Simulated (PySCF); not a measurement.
Structure problem from calculated spectra and properties.

Formula: H3NO.

| Quantity | Value |
| --- | --- |
| Triplet | lowest triplet excitation (Tamm–Dancoff): 4.75 eV [TDA CAM-B3LYP/def2-SVPD] |
| Polarisability | 20.2 au [CAM-B3LYP/def2-SVPD] |
| UV, first state | lowest singlet excitation: 4.95 eV (251 nm, f = 0.017 summed over 2 states within 0.01 eV) [TDDFT CAM-B3LYP/def2-SVPD] |
| XPS | N1s 410.1, O1s 536.5 eV [ΔSCF SCAN, pcX-2 on the ionised atom, pcseg-1 elsewhere, spin-free X2C] |
| Valence photoelectron | vertical ionisation energy: 9.32 eV [ΔSCF CAM-B3LYP/def2-SVPD] |
| Rotational structure | rotational constants A, B, C: 186.309, 28.441, 28.440 GHz [PBE0-D3(BJ)/def2-SVP] |

The electronic properties come from PySCF, for the isolated species, density fitting. Levels stand in brackets. Geometry: PBE0-D3(BJ)/def2-SVP; no solvent, vibrations or thermal averaging.

Task: Give a SMILES that accounts for the data.

Result: The core levels belong to: N1s 410.1 eV, N-oxide nitrogen; O1s 536.5 eV, N-oxide oxygen. The optimised geometry has point group C3v and is a prolate symmetric top (the spread among constants that symmetry makes equal is optimisation noise). Structure: NH3O, `[NH3+][O-]`. Computed isomers that give other values at the same levels: `NO` (hydroxylamine) (core binding energies: N1s 406.9, O1s 539.6 eV).
